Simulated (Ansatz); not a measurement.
## [SiH3···H···H], doublet: transfer scan

Starting geometry:

| atom | x (Å) | y (Å) | z (Å) |
| --- | --- | --- | --- |
| Si | -0.0870 | 0.0000 | 0.0000 |
| H | -0.5819 | 1.3997 | 0.0000 |
| H | -0.5819 | -0.6999 | 1.2122 |
| H | -0.5819 | -0.6999 | -1.2122 |
| H | 1.3976 | 0.0000 | 0.0000 |
| H | 2.7730 | 0.0000 | 0.0000 |

From there H5 is moved from one fragment to the other while all else, the fragments' distance too, stays fixed, so the hump isn't the reaction's barrier; atoms are numbered as listed. Energies are in kcal/mol, counted from the starting geometry at the same level. Kohn–Sham curves are unrestricted where that lies lower.

Basis 6-31G; Ansatz 0.2.0. Only valence electrons are correlated (noble-gas cores frozen).

Full CI is exact within this basis and frozen core; it isn't the basis-set limit.

| distance Si1-H5 (Å) | wB97X-V |
| --- | --- |
| 1.381 | 4.0 |
| 1.485 | 0.0 |
| 1.575 | -0.6 |
| 1.665 | -0.5 |
| 1.755 | -1.1 |
| 1.845 | -3.5 |
| 1.935 | -7.6 |
| 2.025 | -11.8 |
| 2.115 | -13.7 |

Question: Estimate the full CI curve in 6-31G from this one, knowing how wB97X-V errs.

Answer: The computed full CI values, in kcal/mol from the starting point, and the error of wB97X-V against them:
```
distance Si1-H5 (Å)  full CI  wB97X-V less full CI
              1.381      3.7                   0.3
              1.485      0.0                   0.0
              1.575     -0.2                  -0.4
              1.665      0.3                  -0.8
              1.755     -0.1                  -1.0
              1.845     -2.6                  -0.9
              1.935     -7.1                  -0.5
              2.025    -12.0                   0.2
              2.115    -14.6                   0.9
```

The error spans 1.9 kcal/mol and is largest, -1.0 kcal/mol, at 1.755 Å.

In so small a basis the reference is far from its limit while semilocal and hybrid functionals are nearer theirs, so the functionals' errors here hold much of the reference's basis and frozen-core error, which can add to them or hide them.
